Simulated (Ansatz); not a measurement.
A run of Ansatz (development build ahead of 0.2.0) on singlet F₂ at this shape:

```xyz
2

F     0.0000    0.0000   -0.6332
F     0.0000    0.0000    0.6332
```

Its results:

```json
{
 "Converged": "yes",
 "Reference energy": "-198.76602 hartree",
 "Correlation energy": "-0.50147 hartree",
 "Total energy": "-199.26748 hartree",
 "Spin squared of the determinant": "0.000"
}
```

**Question.** Which input gives this output? Name the method, the orbitals and the basis set, and write the input.

**Answer.** RHF-MP2 in def2-TZVP. An unrestricted run that stays on the closed shell gives the same numbers.

```yaml
crystal:
  periodic: [false, false, false]
  atoms:
    - { symbol: F, position_ang: [0.0, 0.0, -0.63317] }
    - { symbol: F, position_ang: [0.0, 0.0, 0.63317] }
basis:
  gaussian: { orbitals: def2-TZVP }
hamiltonian:
  xc: hf
correlation:
  method: mp2
  frozen_orbitals: { F: 1 }
```
